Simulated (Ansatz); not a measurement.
Species: C2H2Cl, net charge 0, doublet state. SMILES: C=[C]Cl
Geometry: optimised at B3LYP-D3(BJ)/def2-TZVP (Ansatz, a quantum-chemistry and plane-wave program).

Quantity: size of the dipole moment, in D. Terms: LANL2DZ with its own core potentials from Na on; no dispersion term unless named; no spin-orbit coupling; open shells spin-unrestricted; 6-31G* and kin with 6d, 5d where marked; 6-311+G** with 5d, 6d on Na to Ar in Ansatz; non-relativistic. Ab initio and DFT rows: single points at B3LYP-D3(BJ) geometries (Ansatz).

```csv
level,program,size of the dipole moment (D)
PBE/STO-3G,Ansatz,0.99
PBE/3-21G,Ansatz,1.15
PBE/LANL2DZ,Ansatz,1.20
PBE/6-31G*,Ansatz,0.93
PBE/def2-SVP,Ansatz,0.79
PBE/6-311+G**,Ansatz,0.93
```

No value to compare with is used here. The 6 habitual levels span 0.79 (PBE/def2-SVP) to 1.20 D (PBE/LANL2DZ).

The sets are all those run for this method; runs whose electronic state is in doubt are left out.
